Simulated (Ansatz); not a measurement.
Task: a ladder of methods at one geometry of C4H6F, SMILES FC[C]1CC1, with Ansatz 0.2.0 through its Python package. Give the script and its output. Settings (for the species named): CAM-B3LYP, cc-pVDZ basis, multiplicity 2. The script varies functional: cam_b3lyp, revpbe, lda, r2scan, lc_wpbe.

```xyz
11

F     2.3830   -0.0418   -0.6065
C     1.3698   -0.2661    0.3060
C     0.2419    0.7417    0.0607
C    -1.1080    0.2417    0.5609
C    -0.8022    0.2297   -0.9246
H     1.0407   -1.3251    0.2211
H     1.7718   -0.1090    1.3282
H    -1.8061    1.0496    0.8644
H    -1.1292   -0.7662    1.0293
H    -0.6407   -0.7852   -1.3480
H    -1.3210    1.0307   -1.4915
```

The script, `methods.py`:
```python
from pathlib import Path

import ansatz
import numpy as np

BASIS = "cc-pVDZ"

GEOMETRY = """
F     2.38300   -0.04180   -0.60650
C     1.36980   -0.26610    0.30600
C     0.24190    0.74170    0.06070
C    -1.10800    0.24170    0.56090
C    -0.80220    0.22970   -0.92460
H     1.04070   -1.32510    0.22110
H     1.77180   -0.10900    1.32820
H    -1.80610    1.04960    0.86440
H    -1.12920   -0.76620    1.02930
H    -0.64070   -0.78520   -1.34800
H    -1.32100    1.03070   -1.49150
"""


def main() -> None:
    mol = ansatz.Crystal.molecule()
    for line in GEOMETRY.strip().splitlines():
        symbol, *xyz = line.split()
        mol = mol.atom(symbol, [float(v) for v in xyz])

    setup = mol.calculation().basis(gaussian=BASIS).spin("collinear", total=1)

    print("functional    E (Ha)        dipole (D)   HOMO (eV)  LUMO (eV)")
    for name in ["cam_b3lyp", "revpbe", "lda", "r2scan", "lc_wpbe"]:
        data = setup.functional(name).forces().orbitals().run(threads=1, pin="off", runs_dir="runs").report
        lines = Path(data["orbitals_path"]).read_text().splitlines()
        field_of = lambda key: [line.split("=")[1].strip() for line in lines if line.startswith(key)]
        orbitals = [(27.211386 * float(e), s, float(n)) for e, s, n in zip(field_of("Ene="), field_of("Spin="), field_of("Occup="))]
        homo = max(e for e, _, n in orbitals if n > 0.5)
        lumo = min(e for e, _, n in orbitals if n < 0.5)
        dipole = 4.803205 * np.linalg.norm(data["charge_distribution"]["dipole_moment_e_ang"])
        print(f"{name:10s} {data['free_energy_ev'] / 27.211386246:14.6f} {dipole:9.3f} {homo:11.3f} {lumo:10.3f}")


if __name__ == "__main__":
    main()
```

`python methods.py` gives:
```text
functional    E (Ha)        dipole (D)   HOMO (eV)  LUMO (eV)
cam_b3lyp     -255.634744     2.161      -8.526     -1.344
revpbe        -255.681927     1.980      -5.705     -3.490
lda           -253.637491     2.097      -5.674     -4.084
r2scan        -255.624749     2.107      -6.227     -3.034
lc_wpbe       -255.603999     2.172     -10.044      0.187
```

Total energies depend on the basis set; only differences at equal settings carry meaning. The geometry is a force-field or estimated start, not a minimum of this method, and the basis set is short of its limit. A lower total doesn't mark the better method: functionals have no common bound, and MP2 and coupled cluster aren't variational. The species is open-shell (spin multiplicity 2). Levels such as HOMO and LUMO are orbital energies: with these approximate functionals they aren't the ionisation energy and electron affinity, and their gap isn't the fundamental gap. Timing: 37 s on 1 thread of Arm Neoverse V1 (shared host), peak memory 0.35 GiB.
